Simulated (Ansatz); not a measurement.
# One shape, several levels: doublet CH5BO+

Aim: a comparison of 4 runs (UHF/STO-3G, UPBE0/6-311+G**, UMP2/6-311+G**, UCCSD(T)/6-311+G**) of doublet CH5BO+. 

The calculation is run with Ansatz 0.2.0.

57 further runs of the same task are left out: 57 set aside as unsound or not needed.

### 1 The structure to begin with

CH5BO+ has 8 atoms, charge +1, and is taken as a doublet. SMILES of the parent species: `CBO`. Geometry: relaxed at PBE0-D4/def2-TZVP. This is one conformer, not always the lowest. That shape belongs to the parent species and isn't relaxed for this state.

Bond lengths: C1–B2 1.559 Å, B2–O3 1.357 Å, C1–H4 1.092 Å, C1–H5 1.096 Å, C1–H6 1.096 Å, B2–H7 1.207 Å, O3–H8 0.960 Å. Angles: C1–B2–O3 119.4°, C1–B2–H7 121.8°, O3–B2–H7 118.7°, B2–C1–H4 113.4°, B2–C1–H5 110.2°, B2–C1–H6 110.2°, B2–O3–H8 113.1°, H4–C1–H5 108.7°, H4–C1–H6 108.7°, H5–C1–H6 105.3°.

### 2 The energy at UHF/STO-3G (run 1)

The input, job.yaml:

```yaml
crystal:
  periodic: [false, false, false]
  atoms:
    - symbol: C
      position_ang: [-0.618600, 0.710300, -0.324600]
    - symbol: B
      position_ang: [0.508800, -0.240100, 0.180200]
    - symbol: O
      position_ang: [0.240700, -1.558300, 0.355600]
    - symbol: H
      position_ang: [-1.568300, 0.201200, -0.499400]
    - symbol: H
      position_ang: [-0.308500, 1.205100, -1.251900]
    - symbol: H
      position_ang: [-0.780500, 1.520100, 0.395700]
    - symbol: H
      position_ang: [1.620500, 0.163100, 0.420800]
    - symbol: H
      position_ang: [0.998200, -2.058400, 0.667700]
basis:
  gaussian: {orbitals: STO-3G}
total_charge: 1
magnetization: {spin_polarized: true, initial_magnetization: 1}
hamiltonian: {xc: hf}
accuracy: high
output: {orbitals: {seedname: orbitals}}
```

Started as:

```sh
$ ansatz run job.yaml --threads 1 --pin off --max-ram 3480MiB --events-out events.jsonl --progress --plain --runs-dir runs
```

What it wrote:

```text
Warning: RAYON_NUM_THREADS=1 ignored (pool sized by the plan → 1); use --threads N
Functional definition: HF
  name "HF"
  exchange = exact_x
  correlation = 0
372 factors; integrals over basis functions are off by at most 3.1e-8 eV
mean field evaluation 1: about -3758.0288 eV, gradient 2.1e1 eV
mean field evaluation 2: about -3758.1032 eV, gradient 2.1e1 eV
mean field evaluation 4: about -3761.2352 eV, gradient 1.8e0 eV
mean field evaluation 8: about -3761.2951 eV, gradient 8.8e-1 eV
mean field evaluation 16: about -3761.9122 eV, gradient 7.9e-2 eV
mean field evaluation 32: about -3761.1308 eV, gradient 6.4e0 eV
mean field evaluation 64: about -3760.8550 eV, gradient 3.0e0 eV
mean field evaluation 96: about -3761.0438 eV, gradient 2.0e0 eV
mean field -3761.91321440 eV, -138.2477607128 hartree, gradient 3.0e-8 eV, S^2 0.754240; 2 other end points of the search recorded, 0 dependent functions left out
reference -3761.91321440 eV, -138.2477607128 hartree; 12, 11 occupied and 8, 9 virtual orbitals, 372 factors
Total energy: -3761.91321440 eV, -138.2477607128 hartree
```

Run time: 0.26 s. Hardware: 1 thread of Arm Neoverse V1, shared host.

### 3 The energy at UPBE0/6-311+G(d,p) (run 2)

The input, molecule.yaml:

```yaml
crystal:
  periodic: [false, false, false]
  atoms:
    - symbol: C
      position_ang: [-0.618600, 0.710300, -0.324600]
    - symbol: B
      position_ang: [0.508800, -0.240100, 0.180200]
    - symbol: O
      position_ang: [0.240700, -1.558300, 0.355600]
    - symbol: H
      position_ang: [-1.568300, 0.201200, -0.499400]
    - symbol: H
      position_ang: [-0.308500, 1.205100, -1.251900]
    - symbol: H
      position_ang: [-0.780500, 1.520100, 0.395700]
    - symbol: H
      position_ang: [1.620500, 0.163100, 0.420800]
    - symbol: H
      position_ang: [0.998200, -2.058400, 0.667700]
basis:
  gaussian: {orbitals: 6-311+G_st__st_.json}
total_charge: 1
magnetization: {spin_polarized: true, initial_magnetization: 1}
hamiltonian: {xc: pbe0}
accuracy: high
output: {orbitals: {seedname: orbitals}}
```

The basis set 6-311+G** is read from a file made from the Basis Set Exchange's data (not shown).

Started as:

```sh
$ ansatz run molecule.yaml --threads 1 --pin off --max-ram 3480MiB --events-out events.jsonl --progress --plain --runs-dir runs
```

What it wrote:

```text
Warning: RAYON_NUM_THREADS=1 ignored (pool sized by the plan → 1); use --threads N
Functional definition: PBE0
  name "PBE0"
  parameter a = 0.25
  parameter kappa = 0.804
  parameter beta = 0.06672455060314922
  exchange = (1 - a)*pbe_x(kappa = kappa, mu = beta*pi^2/3) + a*exact_x
  correlation = pbe_c(beta = beta)
1917 factors; integrals over basis functions are off by at most 3.6e-9 eV
mean field evaluation 1: about -3812.0735 eV, gradient 6.7e1 eV
mean field evaluation 2: about -3775.7261 eV, gradient 1.1e2 eV
mean field evaluation 4: about -3828.2525 eV, gradient 8.4e0 eV
mean field evaluation 8: about -3828.7298 eV, gradient 7.5e-1 eV
mean field evaluation 16: about -3828.7342 eV, gradient 4.1e-3 eV
mean field evaluation 32: about -3828.7342 eV, gradient 1.2e-7 eV
mean field -3828.73418907 eV, -140.7033862391 hartree, gradient 6.3e-8 eV, S^2 0.755697; 2 other end points of the search recorded, 0 dependent functions left out
reference -3828.73419438 eV, -140.7033864341 hartree; 12, 11 occupied and 84, 85 virtual orbitals, 1917 factors
Total energy: -3828.73419438 eV, -140.7033864341 hartree
```

It took 14 s on 1 thread of Arm Neoverse V1, shared host; peak memory 0.35 GiB.

Run 3 isn't shown in full; the table further down has it.

### 4 The energy at UCCSD(T)/6-311+G(d,p) (run 4)

The input, in.yaml:

```yaml
crystal:
  periodic: [false, false, false]
  atoms:
    - symbol: C
      position_ang: [-0.618600, 0.710300, -0.324600]
    - symbol: B
      position_ang: [0.508800, -0.240100, 0.180200]
    - symbol: O
      position_ang: [0.240700, -1.558300, 0.355600]
    - symbol: H
      position_ang: [-1.568300, 0.201200, -0.499400]
    - symbol: H
      position_ang: [-0.308500, 1.205100, -1.251900]
    - symbol: H
      position_ang: [-0.780500, 1.520100, 0.395700]
    - symbol: H
      position_ang: [1.620500, 0.163100, 0.420800]
    - symbol: H
      position_ang: [0.998200, -2.058400, 0.667700]
basis:
  gaussian:
    orbitals: 6-311+G_st__st_.json
magnetization:
  spin_polarized: true
  initial_magnetization: 1
correlation:
  method: ccsd_t
  frozen_orbitals: {B: 1, C: 1, H: 0, O: 1}
accuracy: high
total_charge: 1
scf:
  omitted_lower_state_checks: [cluster_reference, increment]
```

The basis set 6-311+G** is read from a file made from the Basis Set Exchange's data (not shown).

Started as:

```sh
$ ansatz run in.yaml --threads 1 --pin off --max-ram 3480MiB --events-out events.jsonl --progress --plain --runs-dir runs
```

What it wrote:

```text
Warning: RAYON_NUM_THREADS=1 ignored (pool sized by the plan → 1); use --threads N
[... 13 lines left out ...]
3 core orbitals not correlated: weight in the atoms' cores, before any rotation towards them, 1.000 or more for the frozen orbitals, at most 0.000 for the correlated occupied ones
[... 32 lines left out ...]
Total energy: -3823.24056702 eV, -140.5014993525 hartree
Checks for a lower state left out: cluster_reference, increment
```

Wall time 76 s (1 thread of Arm Neoverse V1, shared host); peak memory 1.3 GiB.

### 5 The series

```
run               level  frozen core orbitals  energy (Eh)   ⟨S²⟩  wall time
  1          UHF/STO-3G                     –  -138.247761  0.754     0.26 s
  2     UPBE0/6-311+G**                     –  -140.703386  0.756       14 s
  3      UMP2/6-311+G**                     3  -140.451751  0.772      6.3 s
  4  UCCSD(T)/6-311+G**                     3  -140.501499  0.772       76 s
```

### 6 Results

| quantity | value |
| --- | --- |
| run 4: total energy | -140.50150 Eh |
| run 4: correlation energy (3 core orbitals frozen) | -481.4 mEh |
| run 4: (T) correction | -16.79 mEh |
| run 4: ⟨S²⟩ of the reference determinant | 0.772 |
| run 4: T1 diagnostic | 0.042 |

In words: In run 1 the basis is minimal, so the values are rough. All runs together took 96 s, the longest 76 s.
